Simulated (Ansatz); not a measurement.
A trace of molecular dynamics of AlH5S (7 atoms, charge 0, multiplicity 1).

The calculation used Ansatz, RKS PBE-D4/def2-SVP.

* ensemble: NVE (velocity Verlet)
* starting velocities drawn for: 300 K
* seed: 11852

```json
{"time (fs)": "0.0", "T (K)": "300", "potential energy less start (eV)": "0.000", "conserved less start (meV/atom)": "0.00"}
{"time (fs)": "4.0", "T (K)": "222", "potential energy less start (eV)": "0.051", "conserved less start (meV/atom)": "0.03"}
{"time (fs)": "8.0", "T (K)": "220", "potential energy less start (eV)": "0.052", "conserved less start (meV/atom)": "0.03"}
{"time (fs)": "12.0", "T (K)": "329", "potential energy less start (eV)": "-0.018", "conserved less start (meV/atom)": "0.02"}
{"time (fs)": "16.0", "T (K)": "417", "potential energy less start (eV)": "-0.076", "conserved less start (meV/atom)": "0.02"}
{"time (fs)": "20.0", "T (K)": "505", "potential energy less start (eV)": "-0.132", "conserved less start (meV/atom)": "0.03"}
{"time (fs)": "24.0", "T (K)": "619", "potential energy less start (eV)": "-0.206", "conserved less start (meV/atom)": "0.02"}
{"time (fs)": "28.0", "T (K)": "676", "potential energy less start (eV)": "-0.243", "conserved less start (meV/atom)": "0.01"}
{"time (fs)": "32.0", "T (K)": "660", "potential energy less start (eV)": "-0.233", "conserved less start (meV/atom)": "0.02"}
{"time (fs)": "36.0", "T (K)": "638", "potential energy less start (eV)": "-0.218", "conserved less start (meV/atom)": "0.01"}
{"time (fs)": "40.0", "T (K)": "517", "potential energy less start (eV)": "-0.140", "conserved less start (meV/atom)": "0.02"}
{"time (fs)": "44.0", "T (K)": "383", "potential energy less start (eV)": "-0.053", "conserved less start (meV/atom)": "0.02"}
{"time (fs)": "48.0", "T (K)": "289", "potential energy less start (eV)": "0.007", "conserved less start (meV/atom)": "0.03"}
{"time (fs)": "52.0", "T (K)": "275", "potential energy less start (eV)": "0.017", "conserved less start (meV/atom)": "0.01"}
{"time (fs)": "56.0", "T (K)": "223", "potential energy less start (eV)": "0.050", "conserved less start (meV/atom)": "0.02"}
{"time (fs)": "60.0", "T (K)": "163", "potential energy less start (eV)": "0.088", "conserved less start (meV/atom)": "0.03"}
{"time (fs)": "64.0", "T (K)": "174", "potential energy less start (eV)": "0.081", "conserved less start (meV/atom)": "0.02"}
{"time (fs)": "68.0", "T (K)": "182", "potential energy less start (eV)": "0.077", "conserved less start (meV/atom)": "0.03"}
{"time (fs)": "72.0", "T (K)": "183", "potential energy less start (eV)": "0.076", "conserved less start (meV/atom)": "0.01"}
{"time (fs)": "76.0", "T (K)": "154", "potential energy less start (eV)": "0.095", "conserved less start (meV/atom)": "0.03"}
{"time (fs)": "80.0", "T (K)": "202", "potential energy less start (eV)": "0.063", "conserved less start (meV/atom)": "0.02"}
{"time (fs)": "84.0", "T (K)": "258", "potential energy less start (eV)": "0.027", "conserved less start (meV/atom)": "0.01"}
{"time (fs)": "88.0", "T (K)": "277", "potential energy less start (eV)": "0.015", "conserved less start (meV/atom)": "0.03"}
{"time (fs)": "92.0", "T (K)": "329", "potential energy less start (eV)": "-0.019", "conserved less start (meV/atom)": "0.02"}
{"time (fs)": "96.0", "T (K)": "408", "potential energy less start (eV)": "-0.070", "conserved less start (meV/atom)": "0.02"}
{"time (fs)": "100.0", "T (K)": "453", "potential energy less start (eV)": "-0.098", "conserved less start (meV/atom)": "0.02"}
```

Can this run be trusted? Judge the integration.

The conserved energy stayed within 0.04 meV per atom of its start (net change 0.018 meV per atom), so the integration is sound. A run of 0.1 ps of so small a system gives no equilibrium averages. The orbitals stay closed-shell, which can raise the energy where a bond breaks towards radicals; this wasn't checked here. The time step was 0.5 fs.

Time of the run: 4.1 min on 1 thread of Arm Neoverse V1, on a shared host, peak memory 0.1 GiB.
